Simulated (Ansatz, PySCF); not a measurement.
Constitutional and geometric isomers with formula C2H7N. Gas-phase values, no solvent. One relaxed conformer stands for each flexible species; it need not be the lowest. Strings in code marks are SMILES.

Quantity: electronic energy of isomers of C2H7N relative to `CCN`, in eV.

Level 1: frozen-core CCSD(T)/cc-pVTZ // PBE0-D3(BJ)/def2-TZVP (Ansatz, a first-principles code)
Level 2: frozen-core CCSDT(Q)/6-31g // PBE0-D3(BJ)/def2-TZVP (Ansatz)
Level 3: B3LYP/cc-pVTZ // PBE0-D3(BJ)/def2-TZVP (Ansatz)
Level 4: B3LYP/3-21G // PBE0-D3(BJ)/def2-TZVP (PySCF)

```json
[
 {"species": "`CNC`", "level 1": "0.350", "level 2": "0.349", "level 3": "0.313", "level 4": "0.206"}
]
```
